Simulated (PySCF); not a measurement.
Species: HBO.
SMILES with atom numbers: `[BH:1]=[O:2]` (hydrogens: H3 on B1)

Computed, not measured: core-valence-separated Tamm–Dancoff BHandHLYP/aug-pcX-1 (pcseg-1 on H) in PySCF, non-relativistic, gas phase, PBE0-D3(BJ)/def2-SVP geometry.

Computed oxygen K-edge spectrum, Gaussian lines of 0.8 eV full width, highest printed point 100; it ends one width below the last computed root. The energies are unshifted.

| photon energy (eV) | absorption |
| --- | --- |
| 529.4 | 1 |
| 529.6 | 5 |
| 529.8 | 18 |
| 530.0 | 45 |
| 530.2 | 80 |
| 530.4 | 100 |
| 530.6 | 89 |
| 530.8 | 56 |
| 531.0 | 25 |
| 531.2 | 8 |
| 531.4 | 2 |
| 531.6 | 0 |
| 531.8 | 0 |
| 532.0 | 0 |
| 532.2 | 0 |
| 532.4 | 0 |
| 532.6 | 1 |
| 532.8 | 2 |
| 533.0 | 4 |
| 533.2 | 4 |
| 533.4 | 3 |
| 533.6 | 2 |
| 533.8 | 1 |
| 534.0 | 1 |
| 534.2 | 2 |
| 534.4 | 3 |
| 534.6 | 3 |
| 534.8 | 5 |
| 535.0 | 9 |
| 535.2 | 13 |
| 535.4 | 15 |
| 535.6 | 12 |
| 535.8 | 7 |
| 536.0 | 3 |
| 536.2 | 1 |
| 536.4 | 0 |

Task: Assign the maxima to core holes.

Result: 3 maxima:
- 530.4 eV: O2 (oxygen bonded to B), 530.43 eV, f = 0.076, sum of 2, 1s→π*, 100 % of the height at the exact maximum
- 533.1 eV: O2 (oxygen bonded to B), 533.15 eV, f = 0.003, 100 % of the height at the exact maximum
- 535.4 eV: O2 (oxygen bonded to B), 535.38 eV, f = 0.011, 98 % of the height at the exact maximum

Roots within 0.03 eV on the same or equivalent atoms count as one line; shares under 12 % aren't listed.

Vibrational structure and lifetime widths aren't in the curve. The ionisation threshold wasn't computed; near and above it a finite basis only mimics Rydberg series and continuum.

Rough CPU time on one thread of a shared machine: about 2 s.
